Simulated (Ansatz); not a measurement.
# CH₃BS: one species, many methods

The task here is to estimate one member of a computed series from the others.

Computed with Ansatz 0.2.0, Gaussian basis. Level: functionals in def2-TZVPP, the program's frozen cores in correlated methods.

Plan: LDA (SPW92), PBE-D4, revPBE-D4, BLYP-D4, r2SCAN-D4, B97M-V, PBE0-D4, B3LYP-D4, r2SCANh-D4, r2SCAN0-D4, HSE06-D4, BHLYP-D4, CAM-B3LYP-D4, LC-ωPBE, ωB97X-V, ωB97M-V, B2PLYP, PBE-QIDH; CCSD(T)/def2-SVP; CCSD(T)/def2-TZVPP; CCSD(T)/def2-QZVPP; extrapolation to the limit; RPA on PBE.

### The relaxed structure

The geometry comes from an earlier relaxation with PBE0-D4 in a triple-zeta def2 set; it is a stationary point.

SMILES `BC=S`, 6 atoms, charge 0, spin multiplicity 1.

Atoms are counted from 1 here; the program's logs count them from 0.

Bond lengths: B1–C2 1.526 Å, B1–H4 1.196 Å, B1–H5 1.196 Å, C2–S3 1.620 Å, C2–H6 1.086 Å. Angles: C2–B1–H4 119.1°, C2–B1–H5 119.1°, H4–B1–H5 121.3°, B1–C2–S3 87.3°, B1–C2–H6 145.8°, S3–C2–H6 126.9°.

The first run:

in.yaml

```yaml
crystal:
  periodic: [false, false, false]
  atoms:
    - {symbol: B, position_ang: [-0.561139, -0.255700, -0.375595]}
    - {symbol: C, position_ang: [0.645909, 0.481689, 0.195995]}
    - {symbol: S, position_ang: [0.695897, -0.654578, 1.349766]}
    - {symbol: H, position_ang: [-0.393089, -1.058683, -1.246131]}
    - {symbol: H, position_ang: [-1.660003, 0.093196, -0.056791]}
    - {symbol: H, position_ang: [1.314523, 1.329975, 0.086558]}
basis:
  gaussian: {orbitals: def2-TZVPP}
hamiltonian: {xc: lda}
output: {orbitals: {seedname: orbitals}}
```

Launch:

```
$ ansatz run in.yaml --threads 2 --pin off --events-out ev --progress --plain --max-ram 4352MiB
```

Steps of the session up to this table: LDA; PBE-D4 (GGA); revPBE-D4 (GGA); BLYP-D4 (GGA); r2SCAN-D4 (meta-GGA); B97M-V (meta-GGA); PBE0-D4 (hybrid); B3LYP-D4 (hybrid); r2SCANh-D4 (hybrid); r2SCAN0-D4 (hybrid); HSE06-D4 (hybrid); BHLYP-D4 (hybrid); CAM-B3LYP-D4 (range-separated); LC-ωPBE (range-separated); ωB97X-V (range-separated); ωB97M-V (range-separated); B2PLYP (double hybrid); PBE-QIDH (double hybrid).

One table of the session follows, with a row left open; its other results are not shown here.

It belongs to the step «Orbital energies across the functionals». 

```
  functional  HOMO (eV)  LUMO (eV)  gap (eV)
 LDA (SPW92)      -6.63      -4.03      2.61
      PBE-D4      -6.50      -3.83      2.67
   revPBE-D4      -6.45      -3.76      2.69
     BLYP-D4      -6.33      -3.67      2.66
   r2SCAN-D4      -6.69      -3.70      2.99
      B97M-V      -6.75      -3.64      3.11
     PBE0-D4      -7.63      -2.88      4.75
    B3LYP-D4      -7.39      -3.07      4.32
  r2SCANh-D4      -7.11      -3.34      3.77
  r2SCAN0-D4      -7.75      -2.80      4.95
    HSE06-D4      -7.23      -3.26      3.96
    BHLYP-D4          ?          ?         ?
CAM-B3LYP-D4      -8.89      -1.68      7.20
     LC-ωPBE     -10.24      -0.58      9.67
     ωB97X-V      -9.88      -0.61      9.27
     ωB97M-V      -9.74      -0.67      9.08
```

Estimate the missing values for BHLYP-D4.

Worked estimate for «HOMO (eV)». Against the share of exact exchange, BLYP-D4 (0, -6.33), B3LYP-D4 (0.2, -7.39) give a slope of -5.30 per unit share; at 0.5 the line stands at -8.98.

**Answer.** HOMO (eV): -8.59; LUMO (eV): -1.74; gap (eV): 6.85. In «HOMO (eV)» the line misses by -0.39.
